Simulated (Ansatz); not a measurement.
Al₂H₅N (`[AlH2][NH][AlH2]`) from Hartree–Fock to CCSD(T)

```xyz
8

Al    1.3174    0.8929    0.3160
N    -0.1914    0.3419   -0.4638
Al   -1.2203   -1.0663   -0.0811
H     1.8690    0.0451    1.5328
H     2.0350    2.1945   -0.2357
H    -0.5113    0.9132   -1.2379
H    -2.5241   -1.3215   -0.9462
H    -0.7742   -1.9999    1.1160
```

Charge 0, multiplicity 1. The geometry is a stationary point of PBE0-D4/def2-TZVP. Frozen core, restricted reference, Ansatz 0.2.0. CBS rows extrapolate triple and quadruple zeta; past MP2 they add the triple-zeta difference.

| basis | HF (Eh) | MP2 corr. | CCSD corr. | (T) | CCSD(T) total |
| --- | --- | --- | --- | --- | --- |
| def2-SVP | -541.04848 | -0.30454 | -0.34232 | -0.00837 | -541.39917 |
| def2-TZVPP | -541.28705 | -0.37927 | -0.41470 | -0.01394 | -541.71569 |
| def2-QZVPP | -541.30480 | -0.40617 | – | – | – |
| CBS(def2) | -541.30725 | -0.42609 | -0.46153 | as TZ | -541.78272 |
